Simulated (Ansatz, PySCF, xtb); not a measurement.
Homolysis of single bonds, series Si Br-SH. Gas-phase values, no solvent. One relaxed conformer stands for each flexible species; it need not be the lowest. Strings in code marks are SMILES. Quantity: homolytic bond dissociation enthalpy at 298 K (no spin–orbit term). Enthalpy corrections at 298 K come from GFN2-xTB frequencies (xtb). Level 1: PBE-D3(BJ)/def2-TZVP (PySCF). Level 2: frozen-core CCSD(T)/cc-pVTZ // PBE-D3(BJ)/def2-TZVP (Ansatz, a quantum-chemistry and plane-wave program).

```json
[
 {"case": "S–Si bond of `S[Si](S)(S)Br`, giving `S[Si](S)Br` (H–S–Si–Br torsion -179°, Br–Si–S–H torsion 178°) and `[SH]`", "level 1 (kcal/mol)": "83.8", "level 2 (kcal/mol)": "82.5"},
 {"case": "S–Si bond of `S[Si](S)(Br)Br` (H–S–Si–Br torsion 176°, Br–Si–S–H torsion -65°), giving `S[Si](Br)Br` (H–S–Si–Br torsion 52°) and `[SH]`", "level 1 (kcal/mol)": "84.1", "level 2 (kcal/mol)": "withheld"},
 {"case": "Si–Br bond of `S[Si](Br)(Br)Br` (H–S–Si–Br torsion 60°), giving `S[Si](Br)Br` (H–S–Si–Br torsion 52°) and `[Br]`", "level 1 (kcal/mol)": "88.9", "level 2 (kcal/mol)": "88.7"},
 {"case": "Si–Br bond of `S[Si](S)(S)Br`, giving `S[Si](S)S` and `[Br]`", "level 1 (kcal/mol)": "90.0", "level 2 (kcal/mol)": "89.6"},
 {"case": "Si–Br bond of `S[Si](S)(Br)Br` (H–S–Si–Br torsion 176°, Br–Si–S–H torsion -65°), giving `S[Si](S)Br` (H–S–Si–Br torsion -179°, Br–Si–S–H torsion 178°) and `[Br]`", "level 1 (kcal/mol)": "91.4", "level 2 (kcal/mol)": "90.8"}
]
```

Problem. Fit level 2 = a + b·x to the 4 complete rows by least squares, with x = level 1 in kcal/mol. Give a, b and the rms residual, and predict the withheld value.

Solution. Means of the 4 rows: x̄ = 88.525, ȳ = 87.9 kcal/mol. Σ(x − x̄)² = 32.908 and Σ(x − x̄)(y − ȳ) = 36.66, so b = 1.114 and a = ȳ − b·x̄ = -10.72 kcal/mol. The rms residual is 0.25 kcal/mol. At x = 84.1 the line gives 83.0 kcal/mol. The run for S–Si bond of `S[Si](S)(Br)Br` (H–S–Si–Br torsion 176°, Br–Si–S–H torsion -65°), giving `S[Si](Br)Br` (H–S–Si–Br torsion 52°) and `[SH]` gave 83.0 kcal/mol, so the line is off by 0.0 kcal/mol, within twice the rms residual.

Codes: Ansatz, PySCF, xtb.
